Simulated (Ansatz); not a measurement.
Geometry optimisation, RKS PBE0-D4/6-31G* (Ansatz 0.2.0).

Input:

```yaml
crystal:
  periodic: [false, false, false]
  atoms:
    - { symbol: Al, position_ang: [0.300524, 0.833177, -1.355036] }
    - { symbol: C, position_ang: [1.222171, -0.065039, 1.546304] }
    - { symbol: H, position_ang: [0.15904, -0.305485, 1.477029] }
    - { symbol: H, position_ang: [1.651394, -0.575235, 2.41346] }
    - { symbol: H, position_ang: [1.357901, 1.013954, 1.659712] }
    - { symbol: H, position_ang: [1.752737, -0.40445, 0.641596] }
    - { symbol: C, position_ang: [-1.441601, -0.001361, -0.820001] }
    - { symbol: H, position_ang: [-1.341244, -1.039431, -0.471105] }
    - { symbol: H, position_ang: [-1.940755, 0.561611, -0.016794] }
    - { symbol: H, position_ang: [-2.136067, -0.017741, -1.674865] }
basis:
  gaussian: { orbitals: "6-31G*" }
hamiltonian:
  xc: pbe0
  dispersion: d4
relax:
  f_tol: 0.03
  max_steps: 50
```

Launched with:

```bash
$ ansatz run input.yaml --threads 1 --pin off --max-ram 2048MiB --backend cpu --events-out ev --progress --plain --runs-dir out
```

Question: Where does it end, and by what steps?

Answer: The forces met the threshold. The force dipped under the threshold on the way, but the program's further checks kept it going. After 6 steps the energy has fallen by 0.034 eV; H6 moved furthest, 0.32 Å.

| step | energy less start (eV) | largest force component (eV/Å) | accepted |
| --- | --- | --- | --- |
| 0 | 0.0000 | 0.228 | yes |
| 1 | -0.0290 | 0.139 | yes |
| 2 | -0.0320 | 0.097 | yes |
| 3 | -0.0321 | 0.132 | yes |
| 4 | -0.0337 | 0.038 | yes |
| 5 | -0.0341 | 0.025 | yes |
| 6 | -0.0344 | 0.018 | yes |

```xyz
10
Properties=species:S:1:pos:R:3
Al 0.129 0.920 -1.596
C 1.319 -0.095 1.652
H 0.277 -0.381 1.487
H 1.647 -0.474 2.624
H 1.411 0.994 1.640
H 1.951 -0.523 0.868
C -1.529 0.027 -0.921
H -1.356 -1.026 -0.653
H -1.934 0.523 -0.024
H -2.330 0.035 -1.676
```

Time of the run: 15 s on 1 thread of Arm Neoverse V2 (shared host), peak memory 0.12 GiB.
